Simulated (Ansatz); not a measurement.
## BNH$_{5}$, doublet: from triple and quadruple zeta to the limit

| atom | x (Å) | y (Å) | z (Å) |
| --- | --- | --- | --- |
| N | -1.1105 | -0.0191 | -0.0297 |
| H | -1.4077 | 0.9487 | -0.0297 |
| H | -1.4077 | -0.4214 | 0.8505 |
| H | -0.0980 | -0.0191 | -0.0297 |
| B | 1.3615 | -0.0191 | -0.0297 |
| H | 1.8706 | -0.0191 | 1.0473 |
| H | 1.8706 | -0.0191 | -1.1067 |

Ansatz 0.2.0, UHF determinant, valence electrons correlated. Energies in eV.

```tsv
set	X	functions	Hartree–Fock	MP2 correlation	CCSD(T) correlation	time
def2-TZVPP	3	132	-2229.5353	-9.0198	-10.1602	4.2 s on 1 × NVIDIA H100 80GB HBM3 with 1 thread of AMD EPYC 7R13 Processor (Zen 3) (shared host)
def2-QZVPP	4	264	-2229.6628	-9.6295	-10.6868	22 s on 1 × NVIDIA H100 80GB HBM3 with 1 thread of AMD EPYC 7R13 Processor (Zen 3) (shared host)
```

Hartree–Fock is taken to follow E(X) = E∞ + A·exp(−7.88·√X), correlation E(X) = E∞ + B·X^−2.97.

Task: Work out the CCSD(T) energy at the limit, and how far the shortcut misses it that extrapolates MP2 and adds CCSD(T) minus MP2 from the smaller set.

Result: Hartree–Fock: E∞ = E4 + 0.1377·(E4 − E3) = -2229.6803. Correlation: E∞ = E4 + 0.7407·(E4 − E3) = -11.0768 for CCSD(T) and -10.0811 for MP2. The limit is -2240.7572 eV, 0.408 eV below def2-QZVPP. The shortcut gives a correlation energy of -10.0811 + (-1.1404) = -11.2214, 145 meV lower than the direct value.
